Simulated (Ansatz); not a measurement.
## HNa (charge -1): harmonic frequencies at the relaxed geometry, step by step

Computed with Ansatz 0.2.0 through its Python package.

Interactive session:
```pycon
>>> import itertools
>>> import ansatz
>>> from ase.data import atomic_numbers, covalent_radii
>>> import numpy as np
>>> BASIS_SET = "def2-SVP"
>>> XC = "r2scan"
>>> DISPERSION = "d4"
>>> NET_CHARGE = -1
>>> GEOMETRY = """
... Na    0.00000    0.00000    0.00000
... H     0.00000    0.00000    1.99500
... """
>>> mol = ansatz.Crystal.molecule()
>>> for line in GEOMETRY.strip().splitlines():
...     symbol, *xyz = line.split()
...     mol = mol.atom(symbol, [float(v) for v in xyz])
...
>>> base = mol.calculation()
>>> base = base.basis(gaussian=BASIS_SET).functional(XC, dispersion=DISPERSION)
>>> base = base.charge(NET_CHARGE)
>>> base = base.spin("collinear", total=1)
>>> symbols = [site.symbol for site in mol.cartesian_sites]
>>> start = np.array([site.position_ang for site in mol.cartesian_sites], dtype=float)
>>> report = base.relax(force_tolerance=0.003).run().report
>>> end = np.array(report["positions_ang"])
>>> # pairs closer than 1.2 times the sum of covalent radii, before or after
>>> radius = [covalent_radii[atomic_numbers[s]] for s in symbols]
>>> span = lambda where, i, j: np.linalg.norm(where[i] - where[j])
>>> bonded = [(i, j) for i, j in itertools.combinations(range(len(symbols)), 2) if min(span(start, i, j), span(end, i, j)) < 1.2 * (radius[i] + radius[j])]
>>> print("pair        before    after (A)")
pair        before    after (A)
>>> for i, j in bonded:
...     print(f"{symbols[i]}{i}-{symbols[j]}{j}".ljust(10), f"{span(start, i, j):8.4f} {span(end, i, j):8.4f}")
...
Na0-H1       1.9950   2.0714
>>> # same settings at the minimum
>>> minimum = ansatz.Crystal.molecule()
>>> for symbol, place in zip(symbols, end):
...     minimum = minimum.atom(symbol, place.tolist())
...
>>> vibrating = (
...     minimum.calculation()
...     .basis(gaussian=BASIS_SET)  # the orbital basis, by name
...     .functional(XC, dispersion=DISPERSION)
...     .charge(NET_CHARGE)
...     .spin("collinear", total=1)  # two spin channels
...     .phonons(temperatures=(100, 500, 100))
... )
>>> vib = vibrating.run().report["vibrations"]
>>> sums = vib["harmonic_sums"]
>>> modes = [m["omega_inv_cm"] for m in sums["modes_at_gamma"] if m["rigid_motion"] == "no"]
>>> for number, w in enumerate(modes, start=1):
...     print(f"mode {number:2d} {w:9.1f} 1/cm {w / 8065.544 * 1000:8.2f} meV")
...
mode  1     846.9 1/cm   105.00 meV
>>> print("imaginary modes:", sum(w < 0 for w in modes), " zero-point energy:", round(sums["zero_point_energy_ev"], 4), "eV")
imaginary modes: 0  zero-point energy: 0.0525 eV
```

Reading the output:
- The frequencies are harmonic and unscaled, in a modest basis.
- The run takes the species as open-shell (spin multiplicity 2), which needn't be its ground state.
- Anions want diffuse functions, which this basis lacks.
- Run time: 22 s on 1 thread of Arm Neoverse N1, on a shared host, peak memory 0.2 GiB.
